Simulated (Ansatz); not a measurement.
# C3H5 radical: a ladder of functionals and wavefunction methods

An exercise on one series of results from a longer session: the logs are not shown, and one member is left open.

Method: functionals in def2-TZVPP, the program's frozen cores in correlated methods; program: Ansatz 0.2.0, Gaussian basis.

Levels to be run: LDA (SPW92), PBE-D4, revPBE-D4, BLYP-D4, r2SCAN-D4, B97M-V, PBE0-D4, B3LYP-D4, r2SCANh-D4, r2SCAN0-D4, HSE06-D4, BHLYP-D4, CAM-B3LYP-D4, LC-ωPBE, ωB97X-V, ωB97M-V, B2PLYP, PBE-QIDH; CCSD(T)/def2-SVP; CCSD(T)/def2-TZVPP; MP2/def2-QZVPP; extrapolation to the limit; RPA on PBE.

## The geometry

All runs share one geometry, relaxed beforehand with PBE0-D4 in a triple-zeta def2 set.

SMILES `[CH2]C=C`, 8 atoms, charge 0, spin multiplicity 2.

Atoms are counted from 1 here; the program's logs count them from 0.

Bond lengths: C1–C2 1.378 Å, C1–H4 1.084 Å, C1–H5 1.082 Å, C2–C3 1.378 Å, C2–H6 1.088 Å, C3–H7 1.084 Å, C3–H8 1.082 Å. Angles: C2–C1–H4 120.9°, C2–C1–H5 121.5°, H4–C1–H5 117.6°, C1–C2–C3 124.8°, C1–C2–H6 117.6°, C3–C2–H6 117.6°, C2–C3–H7 120.9°, C2–C3–H8 121.5°, H7–C3–H8 117.6°.

The first run:

The input, in.yaml:

```yaml
crystal:
  periodic: [false, false, false]
  atoms:
    - {symbol: C, position_ang: [-0.457089, 0.959226, -0.623308]}
    - {symbol: C, position_ang: [0.342939, 0.232953, 0.231866]}
    - {symbol: C, position_ang: [0.220571, -1.119929, 0.463329]}
    - {symbol: H, position_ang: [-1.255757, 0.480863, -1.179374]}
    - {symbol: H, position_ang: [-0.314120, 2.022338, -0.765457]}
    - {symbol: H, position_ang: [1.128280, 0.766442, 0.762859]}
    - {symbol: H, position_ang: [-0.543966, -1.703460, -0.037558]}
    - {symbol: H, position_ang: [0.879151, -1.638443, 1.147631]}
basis:
  gaussian: {orbitals: def2-TZVPP}
magnetization: {spin_polarized: true, initial_magnetization: 1}
hamiltonian: {xc: lda}
output: {orbitals: {seedname: orbitals}}
```

Steps of the session up to this table: LDA; PBE-D4 (GGA); revPBE-D4 (GGA); BLYP-D4 (GGA); r2SCAN-D4 (meta-GGA); B97M-V (meta-GGA); PBE0-D4 (hybrid); B3LYP-D4 (hybrid); r2SCANh-D4 (hybrid); r2SCAN0-D4 (hybrid); HSE06-D4 (hybrid); BHLYP-D4 (hybrid); CAM-B3LYP-D4 (range-separated); LC-ωPBE (range-separated); ωB97X-V (range-separated); ωB97M-V (range-separated); B2PLYP (double hybrid); PBE-QIDH (double hybrid).

One table of the session follows, with a row left open; its other results are not shown here.

It belongs to the step «Orbital energies across the functionals». 

| functional | HOMO (eV) | LUMO (eV) | gap (eV) |
| --- | --- | --- | --- |
| LDA (SPW92) | -4.72 | -3.67 | 1.05 |
| PBE-D4 | -4.70 | -3.18 | 1.51 |
| revPBE-D4 | -4.65 | -3.05 | 1.60 |
| BLYP-D4 | -4.49 | -3.12 | 1.37 |
| r2SCAN-D4 | ? | ? | ? |
| B97M-V | -4.90 | -2.79 | 2.11 |
| PBE0-D4 | -5.89 | -1.99 | 3.90 |
| B3LYP-D4 | -5.58 | -2.38 | 3.20 |
| r2SCANh-D4 | -5.58 | -2.11 | 3.47 |
| r2SCAN0-D4 | -6.26 | -1.50 | 4.76 |
| HSE06-D4 | -5.49 | -2.38 | 3.11 |
| BHLYP-D4 | -6.91 | -0.82 | 6.10 |
| CAM-B3LYP-D4 | -7.13 | -0.95 | 6.18 |
| LC-ωPBE | -8.63 | 0.44 | 9.07 |
| ωB97X-V | -8.01 | 0.04 | 8.05 |
| ωB97M-V | -7.82 | -0.13 | 7.69 |

Q: Estimate the row for r2SCAN-D4 from the others.

Worked estimate for «HOMO (eV)». Against the share of exact exchange, r2SCANh-D4 (0.1, -5.58), r2SCAN0-D4 (0.25, -6.26) give a slope of -4.53 per unit share; at 0 the line stands at -5.13.

As computed: HOMO (eV): -5.13; LUMO (eV): -2.52; gap (eV): 2.60. In «HOMO (eV)» the line misses by 0.00.
